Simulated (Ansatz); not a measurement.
[GeH₃···H···Br], doublet along the distance Ge1-H5

Starting geometry:

```yaml
atoms:
  - { symbol: Ge, position_ang: [-2.0040, 0.0000, 0.0000] }
  - { symbol: H, position_ang: [-2.5155, 1.4466, 0.0000] }
  - { symbol: H, position_ang: [-2.5155, -0.7233, 1.2528] }
  - { symbol: H, position_ang: [-2.5155, -0.7233, -1.2528] }
  - { symbol: H, position_ang: [-0.4697, 0.0000, 0.0000] }
  - { symbol: Br, position_ang: [1.9230, 0.0000, 0.0000] }
```

From there H5 is moved from one fragment to the other while all else, the fragments' distance too, stays fixed, so the hump isn't the reaction's barrier; atoms are numbered as listed. Energies are in kJ/mol, counted from the starting geometry at the same level. Kohn–Sham curves are unrestricted where that lies lower.

Basis cc-pVDZ; Ansatz 0.2.0. Only valence electrons are correlated (noble-gas cores and the filled d shells of p-block atoms frozen). Prefix R: restricted or restricted open-shell reference; prefix U: unrestricted. No spin–orbit coupling is included, and no scalar relativity.

Full CI isn't at hand for all of this; UCCSDT(Q) serves as the reference, and is uncertain by about the last step of the cluster series.

```tsv
distance Ge1-H5 (Å)	wB97M-V
1.534	0.0
1.658	6.1
1.904	39.9
2.151	38.6
2.397	-1.9
```

Q: Estimate the UCCSDT(Q) curve in cc-pVDZ from this one, knowing how wB97M-V errs.

A: The computed UCCSDT(Q) values, in kJ/mol from the starting point, and the error of wB97M-V against them:
```tsv
distance Ge1-H5 (Å)	UCCSDT(Q)	wB97M-V less UCCSDT(Q)
1.534	0.0	0.0
1.658	7.6	-1.5
1.904	45.7	-5.8
2.151	46.7	-8.2
2.397	4.0	-5.8
```

The error spans 8.2 kJ/mol and is largest, -8.2 kJ/mol, at 2.151 Å.

In so small a basis the reference is far from its limit while semilocal and hybrid functionals are nearer theirs, so the functionals' errors here hold much of the reference's basis and frozen-core error, which can add to them or hide them.
